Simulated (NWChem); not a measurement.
System: oxygen (O$_{2}$, triplet); SMILES O=O

Excerpt of the output:

```
             Northwest Computational Chemistry Package (NWChem) 7.3.0
             --------------------------------------------------------

                             Geometry "geometry" -> ""
                             -------------------------

 Output coordinates in angstroms (scale by  1.889725989 to convert to a.u.)

  No.       Tag          Charge          X              Y              Z
 ---- ---------------- ---------- -------------- -------------- --------------
    1 O                    8.0000     0.00000000     0.00000000     0.59410200
    2 O                    8.0000     0.00000000     0.00000000    -0.59410200

 Effective nuclear repulsion energy (a.u.)      28.5029708164

                              NWChem Property Module
                              ----------------------

  itol2e modified to match energy
  convergence criterion.

                                 NWChem DFT Module
                                 -----------------

 Summary of "ao basis" -> "ao basis" (spherical)
 ------------------------------------------------------------------------------
       Tag                 Description            Shells   Functions and Types
 ---------------- ------------------------------  ------  ---------------------
 O                         def2-tzvp                11       31   5s3p2d1f

  itol2e modified to match energy
  convergence criterion.

            General Information
            -------------------
          SCF calculation type: DFT
          Wavefunction type:  spin polarized.
          No. of atoms     :     2
          No. of electrons :    16
           Alpha electrons :     9
            Beta electrons :     7
          Charge           :     0
          Spin multiplicity:     3
          Use of symmetry is: off; symmetry adaption is: off
          Maximum number of iterations: 150
          AO basis - number of functions:    62
                     number of shells:    22
          Convergence on energy requested:  1.00D-07
          Convergence on density requested:  1.00D-05
          Convergence on gradient requested:  5.00D-04

              XC Information
              --------------
                         PBE0 Method XC Functional
                     Hartree-Fock (Exact) Exchange  0.250
          PerdewBurkeErnzerhof Exchange Functional  0.750
            Perdew 1991 LDA Correlation Functional  1.000 local
           PerdewBurkeErnz. Correlation Functional  1.000 non-local

             Grid Information
             ----------------
          Grid used for XC integration:  fine
          Radial quadrature: Mura-Knowles
          Angular quadrature: Lebedev.
          Tag              B.-S. Rad. Rad. Pts. Rad. Cut. Ang. Pts.
          ---              ---------- --------- --------- ---------
          O                   0.60       70           6.0       590
          Grid pruning is: on
          Number of quadrature shells:   140
          Spatial weights used:  Erf1

      Superposition of Atomic Density Guess
      -------------------------------------

 Sum of atomic energies:        -149.56861450

      Non-variational initial energy
      ------------------------------

 Total energy =    -149.710255
 1-e energy   =    -262.995835
 2-e energy   =      84.782609
 HOMO         =      -0.192666
 LUMO         =      -0.192666

   convergence    iter        energy       DeltaE   RMS-Dens  Diis-err
 ---------------- ----- ----------------- --------- --------- ---------
 d= 0,ls=0.0,diis     1   -150.1906672127 -1.79D+02  4.94D-03  2.01D-01
                                                     2.34D-03  1.15D-01
 d= 0,ls=0.0,diis     2   -150.2168852356 -2.62D-02  1.80D-03  5.88D-02
                                                     1.48D-03  5.70D-02
 d= 0,ls=0.0,diis     3   -150.2351299629 -1.82D-02  4.28D-04  1.79D-03
                                                     8.30D-05  4.29D-04
 d= 0,ls=0.0,diis     4   -150.2355535183 -4.24D-04  3.96D-05  1.98D-05
                                                     6.31D-05  5.14D-05
 d= 0,ls=0.0,diis     5   -150.2355683020 -1.48D-05  1.91D-05  1.97D-06
                                                     1.33D-05  1.30D-06
 d= 0,ls=0.0,diis     6   -150.2355692293 -9.27D-07  1.01D-06  7.44D-09
                                                     6.33D-07  3.26D-09
 d= 0,ls=0.0,diis     7   -150.2355692320 -2.66D-09  4.56D-08  2.01D-11
                                                     5.33D-08  2.86D-11

         Total DFT energy =     -150.235569231977
      One electron energy =     -262.731060471348
           Coulomb energy =      100.895117877437
    Exchange-Corr. energy =      -16.902597454509
 Nuclear repulsion energy =       28.502970816443

 Numeric. integr. density =       15.999999994743

                    DFT Final Alpha Molecular Orbital Analysis
                    ------------------------------------------

 Vector    7  Occ=1.000000D+00  E=-5.748327D-01
              MO Center=  1.5D-10, -7.8D-11, -9.8D-08, r^2= 1.1D+00
   Bfn.  Coefficient  Atom+Function         Bfn.  Coefficient  Atom+Function
  ----- ------------  ---------------      ----- ------------  ---------------
     8      0.345454  1 O  pz                39     -0.345454  2 O  pz
    11      0.267612  1 O  pz                42     -0.267612  2 O  pz
     5      0.170418  1 O  s                 36      0.170418  2 O  s
     4      0.131088  1 O  s                 35      0.131088  2 O  s
    14      0.103658  1 O  pz                45     -0.103658  2 O  pz

 Vector    8  Occ=1.000000D+00  E=-3.233664D-01
              MO Center=  3.7D-11, -5.5D-11, -1.3D-07, r^2= 9.5D-01
   Bfn.  Coefficient  Atom+Function         Bfn.  Coefficient  Atom+Function
  ----- ------------  ---------------      ----- ------------  ---------------
     7     -0.283711  1 O  py                38      0.283711  2 O  py
     6      0.282051  1 O  px                37     -0.282051  2 O  px
    10     -0.241123  1 O  py                41      0.241123  2 O  py
     9      0.239712  1 O  px                40     -0.239712  2 O  px
    13     -0.180921  1 O  py                44      0.180921  2 O  py

 Vector    9  Occ=1.000000D+00  E=-3.233664D-01
              MO Center=  1.5D-11,  1.5D-11, -1.3D-07, r^2= 9.5D-01
   Bfn.  Coefficient  Atom+Function         Bfn.  Coefficient  Atom+Function
  ----- ------------  ---------------      ----- ------------  ---------------
     6      0.283711  1 O  px                37     -0.283711  2 O  px
     7      0.282051  1 O  py                38     -0.282051  2 O  py
     9      0.241123  1 O  px                40     -0.241123  2 O  px
    10      0.239712  1 O  py                41     -0.239712  2 O  py
    12      0.180921  1 O  px                43     -0.180921  2 O  px

 Vector   10  Occ=0.000000D+00  E= 1.948847D-01
              MO Center= -4.0D-11,  1.1D-11,  4.3D-08, r^2= 2.5D+00
   Bfn.  Coefficient  Atom+Function         Bfn.  Coefficient  Atom+Function
  ----- ------------  ---------------      ----- ------------  ---------------
     5      1.904092  1 O  s                 36     -1.904092  2 O  s
    14     -1.487407  1 O  pz                45     -1.487407  2 O  pz
     4      0.334294  1 O  s                 35     -0.334294  2 O  s
     8     -0.272321  1 O  pz                39     -0.272321  2 O  pz
    11     -0.258394  1 O  pz                42     -0.258395  2 O  pz

[...]

          -----------------------
          Electric field gradient
          -----------------------

 1 a.u. = 0.324123 10**(16) esu/cm**3  ( or statvolts/cm**2 ) = 0.97174 10**(22) v/m**2

 ------------------------------------------------------------
   Atom      X         Y         Z
 ------------------------------------------------------------
    1 O    0.00000   0.00000   1.12269
 ------------------------------------------------------------

 Electric field gradient in molecular frame (a.u.)
         XX             YY             ZZ             XY             XZ             YZ
 ------------------------------------------------------------------------------------------
        0.663612       0.663612      -1.327224       0.000000      -0.000000       0.000000

 Principal components (a.u.) and orientation
 of principal axis w.r.t. absolute frame                      Asymmetry parameter eta
 --------------------------------------------------------------------------------------
       -1.327224       0.663612       0.663612                       0.000000

        0.000000       0.737870      -0.674943
       -0.000000       0.674943       0.737870
        1.000000       0.000000       0.000000

 ------------------------------------------------------------
   Atom      X         Y         Z
 ------------------------------------------------------------
    2 O    0.00000   0.00000  -1.12269
 ------------------------------------------------------------

 Electric field gradient in molecular frame (a.u.)
         XX             YY             ZZ             XY             XZ             YZ
 ------------------------------------------------------------------------------------------
        0.663612       0.663612      -1.327224       0.000000      -0.000000       0.000000

 Principal components (a.u.) and orientation
 of principal axis w.r.t. absolute frame                      Asymmetry parameter eta
 --------------------------------------------------------------------------------------
       -1.327224       0.663612       0.663612                       0.000000

        0.000000       0.682922       0.730492
       -0.000000       0.730492      -0.682922
        1.000000       0.000000      -0.000000
```

Level: PBE0/def2-TZVP, spin-unrestricted. The geometry was optimised at PBE0/def2-SVP, spin-unrestricted. No stability test was run on the SCF state. NWChem prints the field gradient with the sign opposite to the second derivative of the potential.

**Question.** Which NWChem input produces such a log?

**Answer.** This is not unique; one that fits is the input that was run:
```
start job
memory heap 200 mb stack 900 mb global 1100 mb
geometry units angstroms noautosym nocenter noautoz
  O      0.000000     0.000000     0.594102
  O      0.000000     0.000000    -0.594102
end
basis spherical
  O library def2-tzvp
end
dft
  odft
  mult 3
  xc pbe0
  iterations 150
end
property
  efieldgrad
end
task dft property
```
